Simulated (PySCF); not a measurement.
**Working out the electron affinity of P**

P⁻ [Ne] 3s2 3p4 (3P) → P [Ne] 3s2 3p3 (4S). Calculation: PySCF 2.14, in aug-cc-pV(D+d)Z; the non-relativistic Hamiltonian (point nucleus). Frozen: [Ne]. Energies in hartree (1 hartree = 27.21139 eV):

```csv
part,P⁻ (lower),P (upper)
UHF,-340.696609,-340.709958
MP2 opposite-spin,-0.068103,-0.048870
MP2 same-spin,-0.023098,-0.019232
```

Question: What does Hartree-Fock give?

Answer: (-340.709958) − (-340.696609) = -0.013349 hartree = -0.363 eV.

Question: What do MP2 and SCS-MP2 (6/5 opposite-spin, 1/3 same-spin) give?

Answer: The opposite-spin parts differ by 0.523 eV and the same-spin parts by 0.105 eV. MP2: -0.363 + (0.523) + (0.105) = 0.265 eV. SCS-MP2: -0.363 + 1.2 × (0.523) + (0.105)/3 = 0.300 eV.

A first-order spin-orbit estimate adds 0.012 eV to MP2 (valence), giving 0.277 eV against 0.747 eV (measured; photodetachment measurements, as compiled on the Wikipedia data page of electron affinities).

What remains against the reference includes basis incompleteness, the frozen core and correlation beyond second order.
